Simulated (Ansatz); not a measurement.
# Relative stability

Two relaxed structures of CH4NSi (charge +1), closed shell (PBE0-D4/def2-TZVP; forces vanish, vibrations not checked).

A:

```xyz
7
angstrom
C -0.7568 -0.5755 -0.2572
N -0.0610 0.3191 -0.8453
Si 0.5390 0.1221 0.8323
H -1.5882 -1.1661 -0.6338
H -0.1151 0.6904 -1.7942
H 0.1698 1.2062 1.7486
H 1.8122 -0.5964 0.9495
```

B:

```xyz
7
angstrom
C -0.3112 -0.0890 -0.2265
N -0.1154 0.5407 -1.3331
Si 0.6490 -0.2437 1.4083
H -1.1827 -0.7570 -0.2497
H -0.7356 0.4374 -2.1292
H -0.3912 0.7266 1.9459
H 0.6566 1.1841 -1.4629
```

Ansatz 0.2.0; basis: def2-TZVPP; cores frozen in the correlated methods. B3LYP uses VWN-RPA correlation.

Which structure is lower at CCSD(T), and by how much? (Judge from chemistry; the value comes from the calculation.)

The calculation gives: A, by 0.590 eV (electronic energy, against the other). By their contacts, A is CH₄NSi ([CH]1[NH][SiH2]1), total charge +1 and B is CH₄NSi ([NH2][CH][SiH]), total charge +1.

All methods give the same order:

| method | E(B) − E(A) (eV) |
| --- | --- |
| PBE-D4 | 0.401 |
| r2SCAN-D4 | 0.599 |
| PBE0-D4 | 0.527 |
| B3LYP-D4 | 0.414 |
| wB97M-V | 0.530 |
| HF | 0.618 |
| MP2 | 0.802 |
| CCSD | 0.579 |
| CCSD(T) | 0.590 |

The T1 diagnostic stays at or below 0.019. The restricted Hartree–Fock reference is unstable towards an unrestricted one at one or more of these structures.

Labels in which every atom is bracketed show which atoms are joined, not bond orders.

For scale, one of the runs: CCSD(T)/def2-TZVPP, 160 basis functions, launched by `ansatz run in.yaml --threads 2 --pin off --events-out ev --progress --plain --max-ram 4352MiB`. The run took 15 s on 2 CPU threads of an Arm Neoverse V2 (shared host), with 1.1 GiB of host memory at its peak.
